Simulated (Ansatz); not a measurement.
Gas-phase electronic energies from Ansatz, PBE0-D4/def2-TZVP geometries. CBS: MP2 limit from def2 TZ/QZ plus the TZ coupled-cluster correction, frozen cores. This one scheme is used for every species. DFT in def2-TZVPP. No spin–orbit coupling; open shells (•) take unrestricted orbitals.

Reaction (hydrogen abstraction from the Si–H bond): `O[SiH3]` + `[CH3]`• → `O[SiH2]`• + CH₄

| level | ΔE (eV) |
| --- | --- |
| PBE-D4 | -0.85 |
| r2SCAN-D4 | -0.67 |
| r2SCANh-D4 | -0.65 |
| ωB97X-V | -0.66 |
| revPBE | -0.81 |
| r2SCANh | -0.65 |
| SCS-MP2/def2-TZVPP | -0.63 |
| CCSD/cc-pV(Q+d)Z | -0.58 |

Task: What does CCSD(T)/CBS give? (An estimate is asked.)

Result: Computed: -0.63 eV. The listed levels differ from it by -0.22, -0.04, -0.02, -0.03, -0.18, -0.02, 0.00, 0.05 eV.

Largest T1 diagnostic among the species: 0.015.

In def2-TZVPP, CCSD(T) changes the Hartree–Fock value by −0.31 eV (the triples alone add −0.04 eV) and MP2 by −0.38 eV. Leaving LDA and LC-ωPBE aside and taking each functional with its dispersion term where it has one, the values, not all of them listed here, spread over 0.29 eV, from PBE-D4 to BHLYP-D4. LDA lies −0.17 eV from PBE without D4.
